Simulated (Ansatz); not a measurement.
Strength of the C–S bond: CH3O2S → CH3 + SO2

Species: CH3O2S `C[S](=O)=O`, doublet; CH3 (methyl radical) `[CH3]`, doublet; SO2 (sulfur dioxide) `O=S=O`, singlet. 

Shapes, held fixed at every level: PBE0-D4/def2-TZVP. Programs: Ansatz 0.2.0. The zero-point and thermal change to 298 K, harmonic and unscaled (PBE0-D4/def2-TZVP), is -16.2 kJ/mol.

| level | kind | ΔH(298 K) (kJ/mol) | less CCSD(T)/CBS estimate | CPU time (sum over the molecules) |
| --- | --- | --- | --- | --- |
| BHLYP-D4/def2-TZVPP | global hybrid | +82.3 | +14.9 | 13 s |
| PBE0-D4/def2-TZVPP | global hybrid | +100.8 | +33.4 | 16 s |
| r2SCAN0-D4/def2-TZVPP | global hybrid | +94.2 | +26.8 | 21 s |
| MP2/def2-TZVPP | perturbation theory | +60.2 | -7.2 | – |
| CCSD(T)/def2-TZVPP | coupled cluster or CI | +61.2 | -6.2 | 5.2 min |
| CCSD/def2-TZVPP | coupled cluster or CI | +60.0 | -7.4 | – |
| CCSD(T)/CBS estimate | coupled cluster or CI | +67.4 | 0.0 | 6.8 min |

The highest level, CCSD(T)/CBS estimate, gives ΔH(298 K) = +67.4 kJ/mol; the levels span +60.0 to +100.8. A fragment pairs its electrons up again, so this isn't a typical strength of such a bond. The column of differences is taken from that level and isn't an error. No measured value is set beside it here. Open shells run unrestricted unless RO is named. The CBS estimate extrapolates MP2 from def2-TZVPP and def2-QZVPP and adds CCSD(T) − MP2 in the triple-zeta set, cores frozen. Times are processor times on shared x86 and Arm servers, and rough.
